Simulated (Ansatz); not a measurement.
**SiH₃Cl + NH₃: a complex and its separated parts**

Aim: how far the complex at one end of a reaction step lies below its separated, relaxed parts, level by level.

Program: Ansatz 0.2.0, Gaussian basis. Level of theory: PBE0-D4/def2-TZVP structures, single points in def2-TZVPP, no counterpoise correction. These are calculated values, not measurements.

Levels: SPW92, PBE-D4, BLYP-D4, r2SCAN-D4, B97M-V, PBE0-D4, B3LYP-D4, r2SCAN0-D4, BHLYP-D4, CAM-B3LYP-D4, wB97X-V, wB97M-V, B2PLYP, PBE-QIDH, RPA on PBE, Hartree-Fock, MP2, CCSD, CCSD(T).

Cores are frozen in the correlated methods. B3LYP uses VWN-RPA correlation. B2PLYP carries no dispersion term here.

78 further runs of the same task are left out: 78 set aside as unsound or not needed.

**1. The starting structure**

The complex: 9 atoms, charge 0, spin multiplicity 1.

Atoms are counted from 1 here; the program's logs count them from 0.

Bond lengths: Si1–H3 1.487 Å, Si1–H4 1.477 Å, Si1–H5 1.477 Å, Si1–Cl7 2.065 Å, N2–H6 1.013 Å, N2–H8 1.013 Å, N2–H9 1.013 Å. Angles: H3–Si1–H4 108.4°, H3–Si1–H5 108.4°, H3–Si1–Cl7 104.5°, H4–Si1–H5 113.6°, H4–Si1–Cl7 110.7°, H5–Si1–Cl7 110.7°, H6–N2–H8 107.6°, H6–N2–H9 107.0°, H8–N2–H9 107.6°.

Coordinates:

```xyz
9

Si   -0.3848    0.5207   -1.2996
N     0.4315   -0.7461    1.2971
H    -0.7862    1.1052   -2.6070
H     0.9881   -0.0086   -1.4268
H    -1.3804   -0.5022   -0.9205
H     1.2535   -0.2366    1.5977
Cl   -0.4355    2.1128    0.0153
H     0.6279   -1.7339    1.4032
H    -0.3142   -0.5112    1.9407
```

Its parts: SiH₃Cl holds atoms 1, 3, 4, 5, 7; NH₃ holds atoms 2, 6, 8, 9. Each part counts its atoms afresh in its own runs.

**2. Relaxing SiH₃Cl alone**

Input file relax-a/in.yaml:

```yaml
crystal:
  periodic: [false, false, false]
  atoms:
    - {symbol: Si, position_ang: [-0.384840, 0.520676, -1.299553]}
    - {symbol: H, position_ang: [-0.786203, 1.105237, -2.607046]}
    - {symbol: H, position_ang: [0.988054, -0.008579, -1.426760]}
    - {symbol: H, position_ang: [-1.380425, -0.502214, -0.920529]}
    - {symbol: Cl, position_ang: [-0.435470, 2.112777, 0.015266]}
basis:
  gaussian: {orbitals: def2-TZVP}
hamiltonian: {xc: pbe0, dispersion: d4}
relax: {f_tol: 0.005, max_steps: 200}
```

Command:

```
> ansatz run in.yaml --threads 2 --pin off --events-out ev --progress --plain --max-ram 4352MiB
```

After this run come: Relaxing NH₃ alone; SPW92/def2-TZVPP; PBE-D4/def2-TZVPP; BLYP-D4/def2-TZVPP; r2SCAN-D4/def2-TZVPP; B97M-V/def2-TZVPP; PBE0-D4/def2-TZVPP; B3LYP-D4/def2-TZVPP; r2SCAN0-D4/def2-TZVPP; BHLYP-D4/def2-TZVPP; CAM-B3LYP-D4/def2-TZVPP; wB97X-V/def2-TZVPP; wB97M-V/def2-TZVPP; B2PLYP/def2-TZVPP; PBE-QIDH/def2-TZVPP; RPA on PBE/def2-TZVPP; CCSD(T)/def2-TZVPP; Vibrations of SiH₃Cl; Vibrations of NH₃.

Q: Predict the outcome of this session. Wanted: complex less parts, CCSD(T)/def2-TZVPP; with zero-point energy; largest T1 diagnostic.

The runs gave:

| quantity | value |
| --- | --- |
| complex less parts, CCSD(T)/def2-TZVPP | -13.2 kJ/mol |
| with zero-point energy | -7.1 kJ/mol |
| largest T1 diagnostic | 0.009 |

**Reading.** At CCSD(T) the complex lies 13.2 kJ/mol below its parts. Among the functionals PBE-QIDH lands nearest to CCSD(T) (+0.2 kJ/mol) and SPW92 farthest (-13.6 kJ/mol). By rung, the mean size of the error is: LDA 13.6, GGA 3.3, meta-GGA 2.4, hybrid 2.6, range-separated hybrid 2.7, double hybrid 2.0 kJ/mol. PBE-D4 gives a relative energy 4.2 kJ/mol too low, inside chemical accuracy (1 kcal/mol, 4.2 kJ/mol). No counterpoise was applied, and triple zeta lacks some correlation, so the CCSD(T) reference has a basis error of its own, and close matches with it are partly luck.
